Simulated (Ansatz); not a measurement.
Mulliken charges of C$_{3}$H$_{3}$F$_{3}$, SMILES `C=CC(F)(F)F` from ωB97M-V/def2-TZVPP in Ansatz (PBE0-D4/def2-TZVP geometry).

```tsv
atom	x (Å)	y (Å)	z (Å)	charge (e)
C1	0.185	-1.279	0.558	-0.182
C2	-0.499	-0.194	0.244	-0.176
C3	0.093	0.962	-0.490	0.502
F4	-0.564	1.189	-1.639	-0.168
F5	0.003	2.088	0.235	-0.168
F6	1.381	0.785	-0.795	-0.171
H7	1.230	-1.385	0.293	0.121
H8	-0.284	-2.096	1.093	0.116
H9	-1.545	-0.067	0.501	0.127
```

Problem. By hand: the dipole of these point charges (1 e Å = 4.8032 D).

Solution. Σ q r = (-0.121, -0.354, 0.207) e Å, of length 0.428 e Å = 2.06 D.

Problem. How does the dipole of the full density compare? (Best estimate.)

Solution. Ansatz gave: (-0.120, -0.420, 0.238) e Å, 2.39 D; the point charges give 0.86 times that, at 3° from its direction.

Point charges leave out the atoms' own dipoles, such as those of lone pairs, and Mulliken's split depends on the basis, so the close match here is no proof of good charges.
